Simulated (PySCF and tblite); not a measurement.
The numbers below are computed, except where a source is named.
Stationary points of C4H7NS at GFN2-xTB, in Å:

Structure A

```
 1 C    -1.549    0.474    0.255
 2 N    -0.714   -0.028   -0.795
 3 C     0.478   -0.616   -0.635
 4 C     1.273   -0.673    0.480
 5 C     1.333    0.169    1.602
 6 S     0.846    1.742    1.722
 7 H    -1.161    1.416    0.668
 8 H    -2.556    0.627   -0.125
 9 H    -1.572   -0.242    1.079
10 H    -1.093   -0.001   -1.728
11 H     0.801   -1.187   -1.500
12 H     2.025   -1.453    0.463
13 H     1.900   -0.214    2.446
```

Structure B

```
 1 C    -2.066    0.138   -0.195
 2 N    -0.689    0.223    0.188
 3 C     0.181   -0.770    0.137
 4 C     1.504   -0.666    0.510
 5 C     2.124    0.487    0.992
 6 S     1.437    1.980    1.228
 7 H    -2.709    0.387    0.652
 8 H    -2.278    0.843   -1.002
 9 H    -2.302   -0.870   -0.534
10 H    -0.306    1.117    0.536
11 H    -0.191   -1.723   -0.224
12 H     2.113   -1.553    0.421
13 H     3.177    0.407    1.243
```

Structure C

```
 1 C    -1.695    0.263   -0.090
 2 N    -0.690    0.072   -1.128
 3 C     0.355   -0.804   -0.789
 4 C     1.241   -0.727    0.229
 5 C     1.522    0.397    1.058
 6 S     0.893    1.901    0.924
 7 H    -1.337    0.780    0.808
 8 H    -2.506    0.847   -0.522
 9 H    -2.079   -0.714    0.198
10 H    -0.323    0.978   -1.415
11 H     0.413   -1.671   -1.443
12 H     1.902   -1.574    0.373
13 H     2.305    0.253    1.798
```

The path came from a restrained scan, a climbing-image band and a saddle search at GFN2-xTB; energies are PBE0/pcSseg-1 + D3(BJ)//GFN2-xTB, thermal terms GFN2-xTB.

Task: Which structure is a saddle point, and along which motion?

Result: C: one imaginary mode (403i cm⁻¹ at GFN2-xTB, mostly on H10, H11, C3), along the rotation about the C3–N2 bond (torsion C4–C3–N2–C1 from 180° to 347°, rising).

Task: Give their symmetry and energies above the lowest.

Result: A C1, 12.2 kcal/mol; B Cs, 0.0 kcal/mol; C C1, 28.8 kcal/mol.
